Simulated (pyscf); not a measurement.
Thermochemistry of product channels of Cl–GeH•–Cl + water (H₂O) on the doublet surface, in kJ/mol, from ωB97M-D3(BJ)/def2-TZVP energies (ideal gas, 1 atm, RRHO with modes under 100 cm⁻¹ raised to 100, one conformer, R ln 2 for chiral ones without a mode under 150 cm⁻¹). PySCF, gas phase, ωB97X-D3(BJ)/def2-SVP geometries.

| products | ΔE | ΔH(298 K) | ΔG(600 K) | ΔG(1200 K) |
|---|---|---|---|---|
| hydrogen chloride (HCl) + HO–GeH•–Cl | +37.2 | +30.6 | +30.0 | +26.5 |
| HO–GeH(Cl)–Cl + H atom (H•) | +73.5 | +57.3 | +84.7 | +102.0 |
| HO–Ge•(Cl)–Cl + hydrogen (H₂) | -22.2 | -33.4 | -20.1 | -14.6 |

These are energies of the channels, which say nothing of barriers. Elements up to Kr have no core potential and no relativistic terms here.
